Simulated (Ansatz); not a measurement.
hcp Tl was calculated with LDA in Ansatz (PAW).

Numerical settings: plane-wave cutoff 520 eV, 18×18×10 k mesh (along the axes of the cell as run), Fermi–Dirac smearing 0.05 eV, scalar-relativistic PAW data made under PBE.

Shape and atoms are relaxed at each volume.

Pressure at four volumes; x = ln(V/27.289 Å³). One pressure is withheld.

```json
[
 {"V (Å³/atom)": "26.198", "x": "-0.0408", "P (GPa)": "1.94"},
 {"V (Å³/atom)": "27.289", "x": "0.0000", "P (GPa)": "0.00"},
 {"V (Å³/atom)": "27.835", "x": "0.0198", "P (GPa)": "-0.79"},
 {"V (Å³/atom)": "28.381", "x": "0.0392", "P (GPa)": "?"}
]
```

**Question.** Pass a parabola P(x) through the three rows shown, estimate the bulk modulus and its pressure derivative near zero pressure, and predict the withheld pressure.

**Answer.** Slopes between the rows: (0.00 − (1.94))/(0.0000 − (-0.0408)) = -47.55 and (-0.79 − (0.00))/(0.0198 − (0.0000)) = -39.90 GPa. Their difference over the span 0.0606 is c = 7.65/0.0606 = 126.2 GPa, so P(x) = 1.94 + (-47.55)(x − (-0.0408)) + 126.2 (x − (-0.0408))(x − (0.0000)). At the middle row B = −dP/dx = −[-47.55 + 126.2 × 0.0408] = 42.4 GPa, and B′ = dB/dP = 2c/B = 6.0. At x = 0.0392 the parabola gives -1.47 GPa; the run gives -1.49 GPa. The Birch–Murnaghan fit to the energies at all volumes has B0 = 42.5 GPa and B′ = 5.5.

Measured, for comparison: bulk modulus 37.4 GPa (copied from a table, unchecked, extrapolated to 0 K and zero-point effects removed; as tabulated in Lejaeghere et al. (2013), arXiv:1204.2733). Computed less measured: bulk modulus not scored (unchecked).

Spin–orbit coupling is not included; it can shift volumes and moduli of such heavy elements.

Ansatz is a program for electronic structure.
